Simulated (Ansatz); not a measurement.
Geometry optimisation, RKS PBE0-D4/def2-SVP in Ansatz.

The input (input.yaml):

```yaml
crystal:
  periodic: [false, false, false]
  atoms:
    - { symbol: Si, position_ang: [-0.9338, -0.3827, -0.5115] }
    - { symbol: H, position_ang: [0.2309, -0.7134, 0.9169] }
    - { symbol: H, position_ang: [-1.7166, -1.5703, -0.0979] }
    - { symbol: H, position_ang: [-0.2814, -0.7894, -1.7422] }
    - { symbol: H, position_ang: [-1.8416, 0.7278, -0.297] }
    - { symbol: H, position_ang: [1.2794, 1.142, 0.1361] }
    - { symbol: F, position_ang: [0.3783, 1.1246, -0.6514] }
    - { symbol: H, position_ang: [1.0361, -0.2153, 1.1658] }
    - { symbol: F, position_ang: [1.8488, 0.6768, 1.0813] }
basis:
  gaussian: { orbitals: def2-SVP }
hamiltonian:
  xc: pbe0
  dispersion: d4
relax:
  f_tol: 0.15
  max_steps: 25
  restrain:
    - { distance: [0, 6], at: 2.98, k: 30.0 }
    - { distance: [5, 8], at: 2.18, k: 30.0 }
    - { distance: [7, 1], at: 1.92, k: 30.0 }
    - { distance: [0, 1], at: 1.42, k: 30.0 }
    - { distance: [5, 6], at: 0.88, k: 30.0 }
    - { distance: [7, 8], at: 0.88, k: 30.0 }
```

Launched with:

```bash
$ ansatz run input.yaml --threads 2 --pin off --max-ram 3072MiB --backend cpu --events-out ev --progress --plain --runs-dir out
```

Task: Where does it end, and by what steps?

Result: The run converged. The restraints hold the end off the free minimum. After 8 steps the energy has fallen by 1.412 eV (the restraints' own energy left out); F7 moved furthest, 0.63 Å. Joined: Si1–H2 (1.87 → 1.45 Å), H6–F7 (1.20 → 0.91 Å), H8–F9 (1.21 → 0.91 Å).

```json
{"step": "0", "energy less start (eV)": "0.0000", "largest force component (eV/Å)": "1.663", "accepted": "yes"}
{"step": "1", "energy less start (eV)": "-0.7198", "largest force component (eV/Å)": "2.088", "accepted": "yes"}
{"step": "2", "energy less start (eV)": "-0.1880", "largest force component (eV/Å)": "7.693", "accepted": "yes"}
{"step": "3", "energy less start (eV)": "-0.9699", "largest force component (eV/Å)": "3.122", "accepted": "yes"}
{"step": "4", "energy less start (eV)": "-1.2761", "largest force component (eV/Å)": "1.143", "accepted": "yes"}
{"step": "5", "energy less start (eV)": "-1.4019", "largest force component (eV/Å)": "0.791", "accepted": "yes"}
{"step": "6", "energy less start (eV)": "-1.4086", "largest force component (eV/Å)": "0.982", "accepted": "yes"}
{"step": "7", "energy less start (eV)": "-1.4001", "largest force component (eV/Å)": "1.068", "accepted": "yes"}
{"step": "8", "energy less start (eV)": "-1.4120", "largest force component (eV/Å)": "0.886", "accepted": "yes"}
```

```xyz
9
Properties=species:S:1:pos:R:3
Si -1.121 -0.689 -0.389
H -0.168 -0.685 0.705
H -2.029 -1.854 -0.163
H -0.406 -0.870 -1.682
H -1.916 0.568 -0.362
H 1.311 1.615 -0.190
F 0.685 1.637 -0.851
H 1.542 -0.218 1.440
F 2.104 0.497 1.493
```

The run took 4.3 s on 2 threads of AMD EPYC 9R45 96-Core Processor (Zen 5), with other jobs on the host, peak memory 0.2 GiB.
